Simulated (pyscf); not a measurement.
O=Ru(=O)(OH)–F (SMILES [O]=[Ru](=[O])([OH])[F]) [singlet] → O=Ru(=O)=O (SMILES [O]=[Ru](=[O])=[O]) [singlet] + HF (SMILES F), an elimination (singlet surface; F–Ru, H–O broken, F–H formed). PySCF, gas phase, ωB97X-D3(BJ)/def2-SVP geometries. Energies in kJ/mol from the reactant's lowest minimum found.

Small-basis levels: PySCF, no dispersion term, spherical d functions. AM1 to PM7: differences of heats of formation from MOPAC, which are fitted to 298 K values and so differ in kind from electronic energies by zero-point and thermal terms. GFN2-xTB: tblite. Cost: rough CPU time at the saddle relative to B3LYP/6-31G*+LANL2DZ, from one job on a shared machine.

| level | barrier | reaction energy | cost |
|---|---|---|---|
| HF/6-31G*+LANL2DZ | 233.3 | +176.0 | 0.1 |
| SVWN5/6-31G*+LANL2DZ | 133.9 | +192.0 | 1 |
| PBE/6-31G*+LANL2DZ | ? | +157.4 | 2 |
| B3LYP/LANL2DZ | 170.9 | +139.6 | 0.9 |
| B3LYP/6-31G*+LANL2DZ | 163.0 | +154.6 | 1 |
| M06-2X/6-31G*+LANL2DZ | 170.6 | +164.9 | 3 |
| B3LYP/def2-SVP | 158.8 | +135.2 | 1 |
| GFN2-xTB | ? | +174.3 | under 0.02 |
| PM7 | 31.8 | -39.9 | under 0.02 |
| ωB97M-D3(BJ)/def2-TZVP | ? | +117.8 | – |

Problem. Some entries are withheld; supply them.

Solution. 
- PBE/6-31G*+LANL2DZ, barrier: 140.3
- GFN2-xTB, barrier: 232.8
- ωB97M-D3(BJ)/def2-TZVP, barrier: 177.3

Against the last row the barrier runs from -145.5 (PM7) to +56.0 kJ/mol (HF/6-31G*+LANL2DZ). At SVWN5/6-31G*+LANL2DZ, PBE/6-31G*+LANL2DZ this geometry lies under one side, so the entry may be no barrier of that level: it is a single point on another level's saddle. ωB97M-D3(BJ)/def2-TZVP has limits of its own. One saddle was located; it need not be the lowest between these sides. A restricted solution here is unstable towards spin polarisation, so biradical character is likely and single-reference numbers are less safe. In the def2 sets elements past Kr carry core potentials, without spin-orbit coupling.
